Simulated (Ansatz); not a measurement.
**C2H3 (SMILES [CH]=C): where methods fail along a bond**

C2H3: 5 atoms, total charge 0, spin state doublet. As SMILES, `[CH]=C`. The shape is that of a GFN2-xTB optimisation.

```xyz
5

C     0.4885   -0.4264    0.5659
C    -0.1358    0.3768   -0.2238
H     0.4888   -1.4568    0.8347
H    -0.9415    0.0753   -0.9000
H     0.0999    1.4311   -0.2770
```

The C1–C2 distance is scanned; the parts on either side stay rigid. Basis STO-3G, 2 core orbitals frozen in the correlated methods; program Ansatz 0.2.0. FCI is exact within this basis and core. Energies in eV from each method's value at 1.288 Å; open shells run as named; a dash marks a point that is missing or didn't converge. The shape above is that at 1.288 Å.

```csv
distance (Å),USVWN5,U-revPBE,U-wB97X,UCCSD,UCCSD(T),UCCSDT,UCCSDT(Q),FCI
1.288,0.00,0.00,0.00,0.00,0.00,0.00,0.00,0.00
1.610,1.90,1.64,1.83,1.36,1.34,1.30,1.29,1.28
1.932,5.00,4.40,4.59,4.03,4.02,3.96,3.94,3.91
2.576,9.05,8.06,8.10,7.02,7.02,6.98,6.98,6.96
3.219,10.12,8.58,8.47,7.47,7.49,–,–,7.49
```

Departure from the FCI curve at its largest: USVWN5 +2.63 eV at 3.22 Å; U-revPBE +1.09 eV at 2.58 Å; U-wB97X +1.14 eV at 2.58 Å; UCCSD +0.12 eV at 1.93 Å; UCCSD(T) +0.11 eV at 1.93 Å; UCCSDT +0.05 eV at 1.93 Å; UCCSDT(Q) +0.03 eV at 1.93 Å. For the functionals part of the departure is owed to the small basis.
